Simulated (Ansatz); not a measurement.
Results of r²SCAN (Ansatz, a first-principles code, PAW) for 1T (CdI2-type) PtSe2.

Numerical settings: plane-wave cutoff 560 eV, 12×12×8 k mesh (along the axes of the cell as run), Fermi–Dirac smearing 0.01 eV, scalar-relativistic PAW data made under PBE.

Cell (relaxed at this level):

```
PtSe2
1.0
    1.85853    -3.21907     0.00000
    1.85853     3.21907     0.00000
    0.00000     0.00000     5.83117
Pt Se
1 2
Direct
  0.00000   0.00000   0.00000
  0.33333   0.66667   0.22489
  0.66667   0.33333   0.77511
```

Question: Predict the bulk modulus, band gap, smallest direct gap on the k points sampled and direct gap at Γ.

Answer: 
- bulk modulus: 10.3 GPa
- band gap: 0.55 eV
- smallest direct gap on the k points sampled: 0.89 eV
- direct gap at Γ: 2.43 eV

Note: for a layered or molecular solid the relaxed cell lies over 5 % above the published volume, where the minimum can be shallow; the cell comes from a level without a dispersion term, which matters for the spacing of layers, chains or molecules; the bulk modulus comes from volumes at which shape and atoms were relaxed.

Spin–orbit coupling is not included; with these elements it can move the gap by several tenths of an eV or more.

The computed numbers hold no vibrational or temperature effects.
